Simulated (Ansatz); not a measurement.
`O[Si]Cl` + NH₃ → `N[Si]Cl` + H₂O at 400 K and 1 bar (ligand exchange at the Si–O bond).

Gas-phase electronic energies from Ansatz, PBE0-D4/def2-TZVP geometries. CBS: def2 TZ/QZ extrapolation, frozen cores. Each species was taken in one conformer, which may not be the lowest.

| species | CCSD(T)/CBS energy (Eh) | H − E (kJ/mol) | S (J/(mol·K)) |
| --- | --- | --- | --- |
| `O[Si]Cl` | -824.69564 | 59.3 | 296.6 |
| NH₃ | -56.50568 | 104.2 | 203.1 |
| `N[Si]Cl` | -804.81294 | 93.2 | 301.3 |
| H₂O | -76.37685 | 69.8 | 198.6 |

H − E and S are ideal-gas, rigid-rotor, harmonic terms from PBE0-D4/def2-TZVP, for one conformer and one mirror image of each species. 1 Eh = 2625.50 kJ/mol, R = 8.31446 J/(mol·K).

Q: By hand: ΔE, ΔH, ΔS and ΔG.

A: ΔE = (-804.81294) + (-76.37685) − (-824.69564) − (-56.50568) = 0.01153 Eh = 30.3 kJ/mol. Δ(H − E) = 93.2 + 69.8 − 59.3 − 104.2 = -0.5, so ΔH = 29.8 kJ/mol. ΔS = 301.3 + 198.6 − 296.6 − 203.1 = 0.2 J/(mol·K). ΔG = 29.8 − 400 × (0.2)/1000 = 29.7 kJ/mol.

Q: By hand: the equilibrium constant, and the temperature at which ΔG would vanish if ΔH and ΔS stayed fixed.

A: log₁₀ K = −ΔG/(RT ln 10) = -3.9. ΔG = 0 at ΔH/ΔS = 149000 K, far beyond where these terms or the molecules hold.

The number of gas molecules stays the same, so ΔS is small and ΔH decides. A doubt of 5 kJ/mol in ΔE shifts log₁₀ K by 0.7 here. Other conformers and mirror images would add mixing entropy, several J/(mol·K) or more a flexible species. These are equilibria of isolated gas molecules and say nothing of rates. Largest T1 diagnostic: 0.014 (customary marks: 0.02 for closed shells, 0.045 for open ones).
